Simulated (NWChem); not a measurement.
System: ethanethiol (C2H6S); SMILES CCS

The following NWChem deck was run.

```
start job
memory heap 200 mb stack 900 mb global 1100 mb
geometry units angstroms noautoz
  C      0.368206    -1.629394    -0.058445
  C     -0.632012    -0.494513     0.043069
  S      0.100276     1.169517    -0.070791
  H     -0.145643    -2.604424    -0.041489
  H      1.078445    -1.611922     0.783099
  H      0.950917    -1.560308    -0.988868
  H     -1.346653    -0.526065    -0.794459
  H     -1.229321    -0.563555     0.965392
  H      0.833590     1.096238     1.061508
end
basis spherical
  * library sto-3g
end
dft
  xc b3lyp
  iterations 150
  mulliken
end
task dft energy
```

Excerpt of the output:

```
             Northwest Computational Chemistry Package (NWChem) 7.3.0
             --------------------------------------------------------

 C1  symmetry detected

                             Geometry "geometry" -> ""
                             -------------------------

 Output coordinates in angstroms (scale by  1.889725989 to convert to a.u.)

  No.       Tag          Charge          X              Y              Z
 ---- ---------------- ---------- -------------- -------------- --------------
    1 C                    6.0000     0.35901479    -1.63627285    -0.04943351
    2 C                    6.0000    -0.63904133    -0.49844554     0.03961161
    3 S                   16.0000     0.10006381     1.16349093    -0.05986911
    4 H                    1.0000    -0.15808014    -2.60970578    -0.04215540
    5 H                    1.0000     1.05673226    -1.62277722     0.80259302
    6 H                    1.0000     0.95568912    -1.56711718    -0.97095898
    7 H                    1.0000    -1.34126401    -0.52601540    -0.80849430
    8 H                    1.0000    -1.25019158    -0.56749439     0.95282144
    9 H                    1.0000     0.81625258     1.08556544     1.08303138

 Effective nuclear repulsion energy (a.u.)     107.0574005825

                                 NWChem DFT Module
                                 -----------------

 Summary of "ao basis" -> "ao basis" (spherical)
 ------------------------------------------------------------------------------
       Tag                 Description            Shells   Functions and Types
 ---------------- ------------------------------  ------  ---------------------
 C                           sto-3g                  3        5   2s1p
 S                           sto-3g                  5        9   3s2p
 H                           sto-3g                  1        1   1s

            General Information
            -------------------
          SCF calculation type: DFT
          Wavefunction type:  closed shell.
          No. of atoms     :     9
          No. of electrons :    34
           Alpha electrons :    17
            Beta electrons :    17
          Charge           :     0
          Spin multiplicity:     1
          Use of symmetry is: off; symmetry adaption is: off
          Maximum number of iterations: 150
          AO basis - number of functions:    25
                     number of shells:    17
          Convergence on energy requested:  1.00D-06
          Convergence on density requested:  1.00D-05
          Convergence on gradient requested:  5.00D-04

              XC Information
              --------------
                         B3LYP Method XC Potential
                     Hartree-Fock (Exact) Exchange  0.200
                        Slater Exchange Functional  0.800 local
                    Becke 1988 Exchange Functional  0.720 non-local
              Lee-Yang-Parr Correlation Functional  0.810
                  VWN I RPA Correlation Functional  0.190 local

             Grid Information
             ----------------
          Grid used for XC integration:  medium
          Radial quadrature: Mura-Knowles
          Angular quadrature: Lebedev.
          Tag              B.-S. Rad. Rad. Pts. Rad. Cut. Ang. Pts.
          ---              ---------- --------- --------- ---------
          C                   0.70       49           8.0       434
          S                   1.00       88          10.0       590
          H                   0.35       45          10.0       434
          Grid pruning is: on
          Number of quadrature shells:   456
          Spatial weights used:  Erf1

      Superposition of Atomic Density Guess
      -------------------------------------

 Sum of atomic energies:        -470.26812732

      Non-variational initial energy
      ------------------------------

 Total energy =    -470.605112
 1-e energy   =    -865.696059
 2-e energy   =     288.033546
 HOMO         =      -0.102389
 LUMO         =       0.375241

     ---------------------------------------------
      Total Density - Mulliken Population Analysis
     ---------------------------------------------

    Atom       Charge   Shell Charges
 -----------   ------   -------------------------------------------------------
    1 C    6     6.12   1.99  1.30  2.84
    2 C    6     5.93   1.99  1.29  2.64
    3 S   16    16.23   2.00  2.00  5.97  1.84  4.42
    4 H    1     0.96   0.96
    5 H    1     0.96   0.96
    6 H    1     0.96   0.96
    7 H    1     0.97   0.97
    8 H    1     0.97   0.97
    9 H    1     0.90   0.90

   convergence    iter        energy       DeltaE   RMS-Dens  Diis-err
 ---------------- ----- ----------------- --------- --------- ---------
 d= 0,ls=0.0,diis     1   -472.6094464826 -5.80D+02  4.10D-02  2.68D-01
 d= 0,ls=0.0,diis     2   -472.6218110512 -1.24D-02  2.13D-02  1.91D-01
 d= 0,ls=0.0,diis     3   -472.6541398140 -3.23D-02  3.18D-03  4.62D-03
 d= 0,ls=0.0,diis     4   -472.6548384789 -6.99D-04  8.82D-04  3.23D-04
 d= 0,ls=0.0,diis     5   -472.6548993149 -6.08D-05  8.92D-05  3.05D-06
 d= 0,ls=0.0,diis     6   -472.6548997131 -3.98D-07  2.83D-05  4.08D-07
 d= 0,ls=0.0,diis     7   -472.6548997858 -7.26D-08  1.27D-06  3.44D-10

         Total DFT energy =     -472.654899785757
      One electron energy =     -865.090166747769
           Coulomb energy =      324.285679139183
    Exchange-Corr. energy =      -38.907812759621
 Nuclear repulsion energy =      107.057400582451

 Numeric. integr. density =       33.999993109391

                       DFT Final Molecular Orbital Analysis
                       ------------------------------------

[...]
```

Level: B3LYP/STO-3G. Structure relaxed at the PBE0/def2-SVP level.
